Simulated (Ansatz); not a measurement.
Elastic constant C11 (GPa) of solids drawn from the class of intermetallic compounds, at two levels: PBE (plane waves, PAW; Ansatz, a program for electronic structure), and PBEsol in Ansatz (plane waves, PAW).

| solid | PBE | PBEsol | shift (%) |
|---|---|---|---|
| CsCl-type RuAl | 315 | 338 | +7.3 |
| CsCl-type CuZn | 125 | 148 | +18.4 |
| antifluorite Mg2Ge | 107 | 113 | +5.6 |
| L1₂ (Cu3Au-type) Pt3Ti | 345 | 389 | +12.8 |
| L1₂ (Cu3Au-type) Al3Sc | 180 | 190 | +5.6 |
| fluorite PtAl2 | 172 | 185 | +7.6 |
| L1₂ (Cu3Au-type) Ni3Fe | 276 | 317 | +14.9 |
| L1₂ (Cu3Au-type) Cu3Au | 180 | 217 | +21 |
| fluorite AuAl2 | 139 | 154 | +10.8 |
| CsCl-type PdIn | 128 | 157 | +23 |

The shifts run from +5.6 % to +23 %, with a median of +11.8 %.

Of 10 rows, PBEsol is the larger in 10 and the smaller in 0.

Ansatz's runs of these crystals have no spin polarisation, but for L1₂ (Cu3Au-type) Ni3Fe.

Density-functional runs with spin start from parallel moments for L1₂ (Cu3Au-type) Ni3Fe.

Spin–orbit coupling is left out, also for the solids with elements from indium on (L1₂ (Cu3Au-type) Pt3Ti, fluorite PtAl2, L1₂ (Cu3Au-type) Cu3Au, fluorite AuAl2, CsCl-type PdIn); its size isn't shown.

Each level is taken at its own relaxed cell. Ansatz's density-functional and Hartree–Fock values are scalar-relativistic unless marked +SOC, with PAW data made under PBE.
